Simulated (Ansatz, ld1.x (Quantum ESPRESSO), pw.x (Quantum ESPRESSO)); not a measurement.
## From atom to crystal: TM potential for K (Z = 19)

```json
{"Element": "K", "Generator": "ld1.x (Quantum ESPRESSO) 7.5", "Type": "norm-conserving Troullier–Martins (Kleinman–Bylander form)", "Functional": "PBEsol", "Relativity": "scalar-relativistic", "Frozen core": "[Ar]", "Valence charge": "1", "Reference configuration": "4s1 4p0", "Partial waves": "4s (bound): rc 4.20 bohr; 4p (bound, empty): rc 4.20 bohr; 3d channel at 0.15 Ry: rc 3.65 bohr; 4f channel at -0.1 Ry: rc 4.45 bohr", "Local potential": "all-electron potential smoothed inside 3.65 bohr (lloc = -1)", "Core correction": "a·sin(br)/r model core, default radius (core density twice the valence density)"}
```

Atomic tests: cutoffs needed: 6 Ry and 6 Ry (the cutoffs (Ry, on a coarse ladder) from which the occupation-weighted sum of valence levels, in a spherical-Bessel basis at the reference potential, stays within 10 and 1 mRy of its value at 400 Ry); ghost test: no extra level below or beside the all-electron valence levels (s, p, d, f tested) (spherical-Bessel basis up to 400 Ry, 20 bohr box); largest excitation error: -3.7 meV (all-electron minus pseudo) for 4s0 4p1, out of 2 test configurations.

Crystal test: diamond K in pw.x 7.5, no spin, 8³ k-points, Fermi–Dirac smearing 0.01 Ry, cutoffs 50/200 Ry. The reference is all-electron LAPW (Ansatz 0.2.0) with the same functional, mesh and smearing; V0 and B0 come from Birch–Murnaghan fits to the pressures at five volumes. Errors are pseudo minus all-electron; Δ is the rms difference of the E(V) curves that follow from these fits, minima aligned, over ±6 % about the mean V0. Mesh and smearing are coarse, so the numbers serve the comparison and aren't converged zero-temperature values; the lattice is a test structure that the element need not adopt.

```
V (Å³/atom)  P all-electron (GPa)  P pseudo (GPa)
    100.295                  0.07            0.07
    102.935                  0.03            0.03
    105.574                 -0.00           -0.00
    108.213                 -0.03           -0.03
    110.853                 -0.06           -0.06
```

All-electron: a0 = 9.444 Å (V0 = 105.30 Å³/atom), B0 = 1.3 GPa.

Pseudopotential: mean pressure error (GPa): -0.00; a0 (Å): 9.443; a0 error (%): -0.01; B0 error (%): -1.9; Δ (meV/atom): 0.0. The largest radius (4.45 bohr) exceeds half the bond length (3.87 bohr), so the spheres overlap, which is one possible source of error among others.

Question: At the middle volume, how do free energy and pressure move when the wave cutoff is lowered (ecutrho kept at four times it)?

Answer:

```
cutoff (Ry)  shift of F (meV/atom)  shift of P (GPa)
         22                   +0.2             +0.00
         30                   +0.1             +0.00
         40                   +0.0             +0.00
```

The run at the middle volume (29 k-points, 8 iterations) took about 87 s on one core of a shared host (Neoverse-N1, 64 threads, 124 GiB, load 55).
